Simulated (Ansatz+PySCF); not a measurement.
A calculation with Ansatz (development build ahead of 0.2.0).

```yaml
crystal:
  periodic: [false, false, false]
  atoms:
    - { symbol: C, position_ang: [0.00374, 0.63016, -1.22622] }
    - { symbol: C, position_ang: [0.00601, -0.62327, -1.24204] }
    - { symbol: C, position_ang: [0.00726, 1.46512, -0.14025] }
    - { symbol: C, position_ang: [-0.00653, -1.45731, -0.13938] }
    - { symbol: C, position_ang: [-0.00917, 0.70021, 1.05147] }
    - { symbol: C, position_ang: [-0.00901, -0.70679, 1.05338] }
    - { symbol: H, position_ang: [0.00799, 2.55691, -0.13576] }
    - { symbol: H, position_ang: [0.00731, -2.54761, -0.13061] }
    - { symbol: H, position_ang: [-0.0092, 1.2277, 2.01686] }
    - { symbol: H, position_ang: [0.00371, -1.22093, 2.01651] }
basis:
  gaussian: { orbitals: def2-SVP }
magnetization:
  spin_polarized: true
hamiltonian:
  xc: hf
correlation:
  method: mp2
  frozen_orbitals: { C: 1, H: 0 }
```

The input is written out in the form of the current development build from the run's settings.

The run gave:

- Converged: yes
- Reference energy: -229.25162 hartree
- Correlation energy: -0.67993 hartree
- Total energy: -229.93155 hartree
- Spin squared of the determinant: 1.343
- Stability test: minimum

Caution: the unrestricted determinant is a mixture of spin states; a plain start can end on a higher determinant; another reference gives a lower total.
